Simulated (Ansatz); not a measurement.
For bcc Ta, PBEsol+SOC in Ansatz (PAW) gives:

* **lattice constant a**: 3.281 Å
* **bulk modulus**: 207 GPa
* **elastic constant C11**: 280 GPa
* **elastic constant C44**: 79.2 GPa
* **Voigt–Reuss–Hill shear modulus**: 68.6 GPa

### Question
What does HSE06 (PAW; Ansatz, a program for electronic structure) give for the same quantities?

### Answer

- lattice constant a: 3.306 Å (goes up by 0.8 %)
- bulk modulus: 198 GPa (shrinks by 4.3 %)
- elastic constant C11: 280 GPa (hardly moves)
- elastic constant C44: 79.0 GPa (is nearly the same)
- Voigt–Reuss–Hill shear modulus: 70.2 GPa (grows by 2.3 %)

For comparison: lattice constant a 3.299 Å (measured, static lattice: zero-point anharmonic expansion removed; as tabulated in Mejia-Rodriguez and Trickey (2018), arXiv:1807.09216); bulk modulus 198 GPa (measured, corrected for temperature and zero-point phonon effects, our sources range from 194 to 203; as tabulated in Levämäki et al. (2014), arXiv:1402.3671); elastic constant C11 266 GPa (measured, 0 K, extrapolated to 0 K; zero-point effects included; as tabulated in Wang et al. (2022), arXiv:2209.12322); elastic constant C44 87.4 GPa (measured, 0 K, extrapolated to 0 K; zero-point effects included; as tabulated in Wang et al. (2022), arXiv:2209.12322).

Changes are worked out from the printed values.

Unless a cell is named, each level is at its own relaxed cell (PBEsol+SOC 17.65, HSE06 18.07 Å³/atom).

Levels without +SOC leave out spin–orbit coupling, which shifts energies and cells of such heavy elements.

Caveats: hybrids on metals are sensitive to the k mesh (HSE06); shear constants of such metals converge slowly with the k mesh (PBEsol+SOC, HSE06); the run warned that the count of filled bands differs between k points (HSE06). Ansatz's density-functional and Hartree–Fock values are scalar-relativistic unless marked +SOC, with PAW data made under PBE.
